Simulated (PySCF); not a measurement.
Compound: ZnS (singlet state).
SMILES: `[S]=[Zn]`

Linear response at CAM-B3LYP/def2-SVPD (PySCF, frozen core in the response, non-relativistic). Isolated species at its PBE0-D3(BJ)/def2-SVP geometry, gas phase.

Static isotropic polarisability: 58.74 au (8.70 Å³), principal values 47.9, 47.9, 80.5 au.

(1) What is the polarisability at 1064 nm and at the sodium D line?

(2) What is the isotropic C6 coefficient between two such molecules, C6 = (3/π)∫α(iω)² dω?

(3) Which effective excitation energy ω̄ makes London's formula C6 = (3/4)α²ω̄ exact here?

(4) How many electrons N does the Slater–Kirkwood formula C6 = (3/4)·√N·α^(3/2) need to give this C6?

(5) What does −C6/R⁶ come to at R = 8 Å between centres?

(6) What three-body coefficient follows from the one-pole estimate C9 = (3/4)·α·C6?

(7) How anisotropic is the static polarisability, by Δα² = ½[(α1 − α2)² + (α2 − α3)² + (α3 − α1)²]?

Results:

(1) 49.35 au at 1064 nm (-16.0 %), 58.09 au at 589.3 nm (-1.1 %). The lowest singlet lies at 1488 nm (f = 0.003), near or inside this range; the response is undamped and has a pole at each allowed excitation.

(2) 695.5 au (Eh·bohr⁶) by a ten-point quadrature over imaginary frequencies, which is 416 eV·Å⁶ or 40.1 J·nm⁶/mol.

(3) ω̄ = 4·C6/(3α²) = 0.269 Eh = 7.3 eV. London's choice of the ionisation energy (8.56 eV, ΔSCF at the same level) gives C6 = 814 au, 17 % too high.

(4) N = (4·C6/3)²/α³ = 4.2; the species has 46 electrons in all.

(5) -150 J/mol. This is the leading, orientation-averaged term; C8 and higher terms are left out.

(6) 30600 au. This is an estimate from the two numbers above, not a computed integral.

(7) Δα = 32.6 au, or 0.56 of the isotropic value.

Hardware: one thread, Arm Neoverse N1, shared host. Cost: 3.4 s. This is the whole response run at CAM-B3LYP/def2-SVPD, SCF included.
